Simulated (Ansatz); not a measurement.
Basis-set extrapolation for `CCC(F)(F)F` (PBE0-D4/def2-TZVP geometry, frozen core, the Gaussian-basis code of Ansatz). Multiplicity 1, RHF reference.

```
                     cc-pV(T+d)Z  cc-pV(Q+d)Z
                 HF  -415.015355  -415.046924
    MP2 correlation    -1.258907    -1.362153
CCSD(T) correlation    -1.328379      not run
```

Energies in hartree. Use E(X) = E(∞) + A·exp(−5.46·√X) for Hartree–Fock and E(X) = E(∞) + B·X^(−3.05) for correlation, with X = 3 and 4, and add CCSD(T) minus MP2 of the smaller set to the MP2 limit.

Task: What is the CCSD(T) energy at the basis-set limit?

Result: HF limit: -415.046924 + (-0.031569) × 0.30130 = -415.05644. MP2 limit: -1.362153 + (-0.103246) × 0.71189 = -1.43565. Higher-order term: -1.328379 − (-1.258907) = -0.06947. Total: -416.56156 hartree, 571.9 kJ/mol below CCSD(T)/cc-pV(T+d)Z.
